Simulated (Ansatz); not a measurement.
Mg(OH)2 (MgO₂H₂). Charge 0, multiplicity 1. Geometry r2SCAN-D4/def2-TZVP, basis def2-TZVP, Ansatz.

```tsv
run	HOMO (eV)	LUMO (eV)
A	-7.63	-1.34
B	-10.46	0.67
C	-6.56	-1.17
D	-6.24	-1.75
E	-12.12	1.16
F	-9.44	-0.33
```

B3LYP takes the VWN-RPA correlation.

Q: The runs used B3LYP, CAM-B3LYP, HF, PBE, r2SCAN, ωB97X-V. Estimate which is which.

A: A B3LYP (20 % exact exchange); B ωB97X-V (range-separated); C r2SCAN (0 % exact exchange); D PBE (0 % exact exchange); E HF (100 % exact exchange); F CAM-B3LYP (range-separated). Exact exchange lowers occupied and raises empty levels; among semilocal functionals meta-GGAs tend to open the gap a little, and such runs are hard to tell apart. The gap grows from 4.49 eV (PBE) to 13.28 eV (HF).
